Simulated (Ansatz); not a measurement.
System: C2H4, charge 0, triplet. This triplet is an excited state, 3.0 eV above the singlet at CCSD(T)/cc-pV5Z (Ansatz, a program for electronic structure). C2H4 (parent SMILES C=C, triplet).
B3LYP-D3(BJ)/def2-TZVP minimum from Ansatz:
```
C
H 1 1.0863
H 1 1.0863 2 116.40
C 1 1.4426 2 121.80 3 -180.00
H 4 1.0863 1 121.80 2 90.00
H 4 1.0863 5 116.40 1 180.00
```
Charge 0, spin multiplicity 3.

Total energies in cc-pVDZ, 12 correlated electrons, 2 frozen orbitals. Open shells are spin-unrestricted; no spin-orbit coupling. Correlated methods leave the cores frozen. No relativity. The spin of C2H4 (parent SMILES C=C, triplet) was assumed, and the state is the lowest solution found for it.

```tsv
method	program	energy (Eh)	minus CCSDT(Q) (mEh)
HF	Ansatz	-77.97147	278.85
MP2	Ansatz	-78.20675	43.57
CCSD	Ansatz	-78.24299	7.34
CCSD(T)	Ansatz	-78.24923	1.09
CCSDT(Q)	Ansatz	-78.25032	0.00
```

Rough core times of Ansatz's runs on a shared machine: CCSD(T) under 20 s, CCSDT(Q) 2 min.
